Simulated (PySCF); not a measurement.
How the method changes the constants of LiAl

State: ¹Σ⁺ (singlet), closed shell. Set-up: Li 3-21G, Al 3-21G; no relativity (PySCF 2.14). De refers to Li + Al in their high-spin ground configurations, without counterpoise correction. A positive dipole means Li(−)Al(+).

```
      Level  Re (Å)  ωe (cm⁻¹)  De (eV)  μ (D)
    RHF-MP2   2.967        288     0.57    n/a
RHF-SCS-MP2   2.977        283     0.61    n/a
   RHF-CCSD   2.977        269     0.81    n/a
RHF-CCSD(T)   2.972        269     0.83    n/a
        PBE   2.933        294     1.02  -2.22
       BLYP   2.934        287     1.00  -1.87
     r²SCAN   2.945        296     0.90  -2.75
    r²SCANh   2.938        300     0.88  -2.91
       PBE0   2.918        304     0.93  -2.89
      HSE06   2.922        302     0.94  -2.79
     B2PLYP   2.924        297     0.87  -2.96
```

The bond length runs from 2.918 Å (PBE0) to 2.977 Å (RHF-SCS-MP2). De spans 0.57 eV (RHF-MP2, perturbation theory) to 1.02 eV (PBE, GGA).

Correlated steps freeze 5 core orbitals. Closed-shell solutions of metal pairs were not tested for spin polarisation, which can lower them a little. Where the molecule has an RHF reference, its open-shell atoms are computed with UHF. B2PLYP dipoles, levels and charges come from its SCF part alone. The CCSD T1 diagnostic is raised, a sign that a single reference may not be enough here. 3-21G is very small, so such numbers show the basis as much as the molecule.

The whole job (state search and all levels along the bond) took about 0.64 min on 1 thread of Oxide Virtual Turin-like (shared host), peak memory 0.33 GiB.
